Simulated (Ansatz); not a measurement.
Born–Oppenheimer molecular dynamics of C3H6OS (11 atoms, charge 0, multiplicity 1). It starts from a relaxed structure.

Computed with Ansatz 0.2.0, RKS B3LYP-D4/STO-3G.

- ensemble: NVE (velocity Verlet)
- time step: 0.5 fs
- steps asked: 491
- starting velocities drawn for: 50 K
- seed: 172895

First frame:

```xyz
11
Properties=species:S:1:pos:R:3
C -1.306 -0.137 1.009
C -0.033 0.253 0.251
S 0.791 1.739 0.796
C 0.438 -0.492 -0.775
O 1.629 -0.099 -1.459
H -1.736 -1.060 0.592
H -2.068 0.659 0.944
H -1.097 -0.306 2.080
H 1.776 1.624 -0.140
H -0.071 -1.409 -1.111
H 1.742 -0.830 -2.166
```

**Question.** How far do the bonds stretch over the last three quarters of this one trajectory? (Pairs bonded in most of those frames.)

**Answer.** 
| bond | mean (Å) | spread (Å) | shortest | longest |
| --- | --- | --- | --- | --- |
| C1–C2 | 1.532 | 0.005 | 1.52 | 1.54 |
| C1–H6 | 1.101 | 0.010 | 1.09 | 1.12 |
| C1–H7 | 1.105 | 0.014 | 1.08 | 1.13 |
| C1–H8 | 1.104 | 0.009 | 1.09 | 1.12 |
| C2–S3 | 1.785 | 0.007 | 1.77 | 1.80 |
| C2–C4 | 1.353 | 0.009 | 1.34 | 1.37 |
| S3–H9 | 1.364 | 0.008 | 1.35 | 1.38 |
| C4–O5 | 1.428 | 0.007 | 1.41 | 1.44 |
| C4–H10 | 1.102 | 0.004 | 1.09 | 1.11 |
| O5–H11 | 1.023 | 0.003 | 1.02 | 1.03 |

Mean temperature of the second half: 25 K. The conserved energy stayed within 0.049 meV per atom of its start (net change 0.027 meV per atom), so the integration is sound. The temperature averaged 0.50 of the 50 K drawn at the start: a run that starts near a minimum puts about half its kinetic energy into the potential. A run of 0.25 ps of so small a system gives no equilibrium averages. Limits of this set-up: minimal basis.

Run time: 29 min on 1 CPU thread of a shared host.
